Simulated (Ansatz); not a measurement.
`O[SiH]` + CH₃SH → `CS[SiH]` + H₂O at 500 K and 1 bar (ligand exchange at the Si–O bond).

Program: Ansatz. Geometries: PBE0-D4/def2-TZVP. ΔE: electronic, gas phase. CCSD(T)/CBS adds triple-zeta CCSD(T) − MP2 to the extrapolated MP2 energy (def2 sets, frozen cores). This one scheme is used for every species.

| species | CCSD(T)/CBS energy (Eh) | H − E (kJ/mol) | S (J/(mol·K)) |
| --- | --- | --- | --- |
| `O[SiH]` | -365.43832 | 75.8 | 267.5 |
| CH₃SH | -438.22835 | 145.1 | 283.7 |
| `CS[SiH]` | -727.28803 | 154.1 | 338.3 |
| H₂O | -76.37941 | 73.2 | 206.3 |

H − E and S are ideal-gas, rigid-rotor, harmonic terms from PBE0-D4/def2-TZVP. 1 Eh = 2625.50 kJ/mol, R = 8.31446 J/(mol·K).

Problem. By hand: ΔE, ΔH, ΔS and ΔG.

Solution. ΔE = (-727.28803) + (-76.37941) − (-365.43832) − (-438.22835) = -0.00077 Eh = -2.0 kJ/mol. Δ(H − E) = 154.1 + 73.2 − 75.8 − 145.1 = 6.4, so ΔH = 4.4 kJ/mol. ΔS = 338.3 + 206.3 − 267.5 − 283.7 = -6.6 J/(mol·K). ΔG = 4.4 − 500 × (-6.6)/1000 = 7.7 kJ/mol.

Problem. By hand: the equilibrium constant, and the temperature at which ΔG would vanish if ΔH and ΔS stayed fixed.

Solution. log₁₀ K = −ΔG/(RT ln 10) = -0.8. ΔH and −TΔS have one sign here, so there is no such temperature.

TΔS isn't small against ΔH here. A doubt of 5 kJ/mol in ΔE shifts log₁₀ K by 0.5 here. These are equilibria of isolated gas molecules and say nothing of rates. Largest T1 diagnostic: 0.016 (customary marks: 0.02 for closed shells, 0.045 for open ones).
